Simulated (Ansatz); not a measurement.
# BSi2: the cost of one run

Method: def2-QZVPP, core rule «outside noble gas», up to 11 orbitals frozen; program: Ansatz 0.2.0, Gaussian basis.

Plan: UHF; ROHF; CCSD(T) on UHF.

## Step 1: What is computed

The geometry is a PBE0/def2-TZVP stationary point (not a proven minimum).

3 atoms, charge 0, spin multiplicity 4.

Atoms are counted from 1 here; the program's logs count them from 0.

Bond lengths: Si1–B2 1.955 Å, B2–Si3 1.955 Å. Angles: Si1–B2–Si3 180.0°.

## Step 2: UHF

Contents of in.yaml:

```yaml
crystal:
  periodic: [false, false, false]
  atoms:
    - {symbol: Si, position_ang: [0.000000, 0.000000, 1.954501]}
    - {symbol: B, position_ang: [0.000000, 0.000000, 0.000000]}
    - {symbol: Si, position_ang: [0.000000, 0.000000, -1.954501]}
basis:
  gaussian: {orbitals: "def2-QZVPP.json"}
magnetization: {spin_polarized: true, initial_magnetization: 3}
hamiltonian: {xc: hf}
output: {orbitals: {seedname: orbitals}}
```

Command:

```bash
> ansatz run in.yaml --threads 1 --pin off --events-out ev --progress --plain --max-ram 2393MiB
```

**Question.** How long does this run take on 1 thread of Arm Neoverse V2, shared host, and how much memory does it need?

About 50 s, with a peak of 0.54 GiB.
